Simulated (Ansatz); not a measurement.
CsCl-type TlCl, treated with PBE+SOC (PAW; Ansatz, a first-principles code).

Settings: plane-wave cutoff 520 eV, 10×10×10 k mesh, Fermi–Dirac smearing 0.01 eV, PAW data made under PBE.

Pressure at four volumes; x = ln(V/29.446 Å³). One pressure is withheld.

```json
[
 {"V (Å³/atom)": "27.679", "x": "-0.0619", "P (GPa)": "1.630"},
 {"V (Å³/atom)": "29.446", "x": "0.0000", "P (GPa)": "0.000"},
 {"V (Å³/atom)": "30.623", "x": "0.0392", "P (GPa)": "-0.798"},
 {"V (Å³/atom)": "31.212", "x": "0.0582", "P (GPa)": "?"}
]
```

### Question
Pass a parabola P(x) through the three rows shown, estimate the bulk modulus and its pressure derivative near zero pressure, and predict the withheld pressure.

### Answer
Slopes between the rows: (0.000 − (1.630))/(0.0000 − (-0.0619)) = -26.33 and (-0.798 − (0.000))/(0.0392 − (0.0000)) = -20.36 GPa. Their difference over the span 0.1011 is c = 5.97/0.1011 = 59.1 GPa, so P(x) = 1.630 + (-26.33)(x − (-0.0619)) + 59.1 (x − (-0.0619))(x − (0.0000)). At the middle row B = −dP/dx = −[-26.33 + 59.1 × 0.0619] = 22.7 GPa, and B′ = dB/dP = 2c/B = 5.2. At x = 0.0582 the parabola gives -1.119 GPa; the run gives -1.129 GPa. The Birch–Murnaghan fit to the energies at all volumes has B0 = 22.5 GPa and B′ = 5.1.
